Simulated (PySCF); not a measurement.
Gas-phase reaction: 2 HPO2 + O2 → 2 HPO3

Method: PySCF energies plus ideal-gas RRHO corrections (1 bar). † marks an energy on the PBE0/def2-TZVP geometry and frequencies; other levels use their own. CCSD(T) freezes the core. 6-31G* has spherical d functions here. Open shells (unrestricted): O2 (multiplicity 3); the rest are closed-shell singlets. B3LYP is the form with VWN-RPA correlation. HPO2, HPO3: computed as isolated molecules; such fragments, hydroxides, amides, oligomers or adducts are transient or little studied in the gas. CCSD(T) isn't extrapolated to the basis-set limit; its ΔH°(298 K) is -331.9 kJ in def2-SVP and -461.8 kJ in def2-TZVPP. The harmonic model lacks anharmonicity and excited electronic states, which grow with temperature; levels with a mode under 35 cm⁻¹ are left out. Internal rotation in HPO2, HPO3 is treated as a harmonic vibration of one conformer, which makes the entropy rough.

```json
[
 {"level": "B3LYP/def2-TZVP†", "ΔE electronic, kJ": "-441", "ΔH°(298 K), kJ": "-427", "ΔS°(298 K), J/K": "-170", "ΔG°(1200 K), kJ": "-225"},
 {"level": "CCSD(T)/def2-TZVPP†", "ΔE electronic, kJ": "-475", "ΔH°(298 K), kJ": "-462", "ΔS°(298 K), J/K": "-170", "ΔG°(1200 K), kJ": "-259"},
 {"level": "HF/6-31G*", "ΔE electronic, kJ": "-334", "ΔH°(298 K), kJ": "-320", "ΔS°(298 K), J/K": "-171", "ΔG°(1200 K), kJ": "-115"},
 {"level": "PBE/def2-SVP", "ΔE electronic, kJ": "-352", "ΔH°(298 K), kJ": "-340", "ΔS°(298 K), J/K": "-167", "ΔG°(1200 K), kJ": "-143"},
 {"level": "PBE0/def2-TZVP", "ΔE electronic, kJ": "-466", "ΔH°(298 K), kJ": "-452", "ΔS°(298 K), J/K": "-170", "ΔG°(1200 K), kJ": "-250"},
 {"level": "ωB97X-V/def2-TZVP†", "ΔE electronic, kJ": "-463", "ΔH°(298 K), kJ": "-450", "ΔS°(298 K), J/K": "-170", "ΔG°(1200 K), kJ": "-247"}
]
```
ΔH° is lowest at CCSD(T)/def2-TZVPP† and highest at HF/6-31G*. No reference value is set beside these.
